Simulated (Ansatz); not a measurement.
Write a Python script for the Python package of Ansatz (0.2.0) that makes a rigid scan of one bond angle of AlFH2S, SMILES [F][AlH][SH]. Settings (for the species named): CAM-B3LYP, 6-31G* basis, multiplicity 1.

```xyz
5

F    -1.2495   -1.2076    1.2660
Al   -0.5395   -0.3441   -0.1564
S     1.6647    0.0516   -0.1818
H    -1.3594    0.1283   -1.3978
H     1.5336    1.2982    0.4285
```

`alfh2s_bend.py`:
```python
# -*- coding: utf-8 -*-
import ansatz as az
from ase import Atoms

config = {
    "basis": "6-31G*",
    "xc": "cam_b3lyp",
    "force_tol": 0.02,
}

atoms = Atoms(["F", "Al", "S", "H", "H"], positions=[
    (-1.2495, -1.2076, 1.266),
    (-0.5395, -0.3441, -0.1564),
    (1.6647, 0.0516, -0.1818),
    (-1.3594, 0.1283, -1.3978),
    (1.5336, 1.2982, 0.4285),
])

first = (
    az.Crystal.molecule_from_ase(atoms).calculation()
    .basis(gaussian=config["basis"])
    .functional(config["xc"])
    .relax(force_tolerance=config["force_tol"], max_steps=80)
)
atoms.positions = first.run(threads=1).report["positions_ang"]

rows = []
for angle in [85, 95, 105, 115, 125, 140, 160]:
    bent = atoms.copy()
    bent.set_angle(1, 2, 4, angle, indices=[4])
    job = (
        az.Crystal.molecule_from_ase(bent).calculation()
        .basis(gaussian=config["basis"])
        .functional(config["xc"])
    )
    rows.append((angle, job.run(threads=1).report["free_energy_ev"]))
floor = min(e for _, e in rows)
for angle, e in rows:
    print(f"angle Al1-S2-H4 = {angle:3d} deg   {1000 * (e - floor):9.1f} meV")
```

Output of `python alfh2s_bend.py`:
```text
angle Al1-S2-H4 =  85 deg        44.0 meV
angle Al1-S2-H4 =  95 deg         0.0 meV
angle Al1-S2-H4 = 105 deg        39.4 meV
angle Al1-S2-H4 = 115 deg       154.6 meV
angle Al1-S2-H4 = 125 deg       333.7 meV
angle Al1-S2-H4 = 140 deg       681.2 meV
angle Al1-S2-H4 = 160 deg      1146.1 meV
```

Caveats:
- The settings weren't tested for convergence.
- The scan is rigid, and the energies are electronic, in a modest basis. The zero is the lowest point of the grid, which needn't be the minimum.
- Run time: 42 s on 1 thread of Arm Neoverse V1, on a shared host, peak memory 0.2 GiB.
